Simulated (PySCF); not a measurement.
Gas-phase reaction: 2 (CH₃)₃SiH → 2 CH₃SiH₂ + C₄H₁₀ (isobutane)

Computed with PySCF and rigid-rotor harmonic-oscillator thermochemistry at 1 bar. † marks an energy on the PBE0/def2-TZVP geometry and frequencies; other levels use their own. Open shells (unrestricted): CH₃SiH₂ (multiplicity 2); the rest are closed-shell singlets. B3LYP is the form with VWN-RPA correlation. CH₃SiH₂: computed as isolated molecules; such fragments, hydroxides, amides, oligomers or adducts are transient or little studied in the gas. The harmonic model lacks anharmonicity and excited electronic states, which grow with temperature; levels with a mode under 35 cm⁻¹ are left out. Internal rotation in (CH₃)₃SiH, CH₃SiH₂, C₄H₁₀ (isobutane) is treated as a harmonic vibration of one conformer, which makes the entropy rough.

```json
[
 {"level": "B3LYP/def2-TZVP†", "ΔE electronic, kJ": "429", "ΔH°(298 K), kJ": "419", "ΔS°(298 K), J/K": "166", "ΔG°(2500 K), kJ": "63"},
 {"level": "M06-2X/def2-TZVP†", "ΔE electronic, kJ": "446", "ΔH°(298 K), kJ": "437", "ΔS°(298 K), J/K": "166", "ΔG°(2500 K), kJ": "80"},
 {"level": "PBE/def2-SVP", "ΔE electronic, kJ": "406", "ΔH°(298 K), kJ": "396", "ΔS°(298 K), J/K": "164", "ΔG°(2500 K), kJ": "44"},
 {"level": "PBE0/def2-TZVP", "ΔE electronic, kJ": "433", "ΔH°(298 K), kJ": "424", "ΔS°(298 K), J/K": "166", "ΔG°(2500 K), kJ": "68"},
 {"level": "r2SCAN/def2-TZVP†", "ΔE electronic, kJ": "437", "ΔH°(298 K), kJ": "428", "ΔS°(298 K), J/K": "166", "ΔG°(2500 K), kJ": "72"},
 {"level": "ωB97M-V/def2-TZVP†", "ΔE electronic, kJ": "474", "ΔH°(298 K), kJ": "464", "ΔS°(298 K), J/K": "166", "ΔG°(2500 K), kJ": "108"}
]
```
ΔH° is lowest at PBE/def2-SVP and highest at ωB97M-V/def2-TZVP†. No reference value is set beside these.
